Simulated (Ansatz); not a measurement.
Geometry optimisation, RKS PBE-D4/def2-SVP (Ansatz 0.2.0).

input.yaml

```yaml
crystal:
  periodic: [false, false, false]
  atoms:
    - { symbol: Al, position_ang: [0.448506, 0.056992, -0.346739] }
    - { symbol: O, position_ang: [0.648957, -0.106025, 1.380719] }
    - { symbol: Si, position_ang: [-0.250491, -0.451322, 2.756179] }
    - { symbol: H, position_ang: [-1.439566, -1.325429, 2.420272] }
    - { symbol: H, position_ang: [0.602163, -1.181679, 3.757484] }
    - { symbol: H, position_ang: [-0.767526, 0.811363, 3.398373] }
    - { symbol: H, position_ang: [1.988814, 0.200564, -0.427247] }
    - { symbol: H, position_ang: [-0.887058, 0.014836, -1.20974] }
basis:
  gaussian: { orbitals: def2-SVP }
hamiltonian:
  xc: pbe
  dispersion: d4
relax:
  f_tol: 0.03
  max_steps: 50
```

Command:

```bash
$ ansatz run input.yaml --threads 1 --pin off --max-ram 2048MiB --backend cpu --events-out ev --progress --plain --runs-dir out
```

Problem. Where does it end, and by what steps?

Solution. The forces met the threshold. After 8 steps the energy has fallen by 0.524 eV; O2 moved furthest, 0.45 Å.

```
step  energy less start (eV)  largest force component (eV/Å)  accepted
   0                  0.0000                           1.319       yes
   1                 -0.3201                           0.762       yes
   2                 -0.4766                           0.475       yes
   3                 -0.4983                           0.909       yes
   4                 -0.5193                           0.103       yes
   5                 -0.5219                           0.030       yes
   6                 -0.5224                           0.058       yes
   7                 -0.5231                           0.039       yes
   8                 -0.5237                           0.003       yes
```

```xyz
8
Properties=species:S:1:pos:R:3
Al 0.592 0.059 -0.335
O 0.211 -0.170 1.320
Si -0.361 -0.476 2.850
H -1.632 -1.283 2.794
H 0.661 -1.248 3.641
H -0.645 0.822 3.560
H 2.097 0.433 -0.697
H -0.578 -0.117 -1.404
```

Whether the end is a true minimum wasn't checked by a vibrational analysis.

The run took 9.6 s on 1 thread of Intel(R) Xeon(R) 6975P-C (Granite Rapids), on a shared host, peak memory 0.15 GiB.
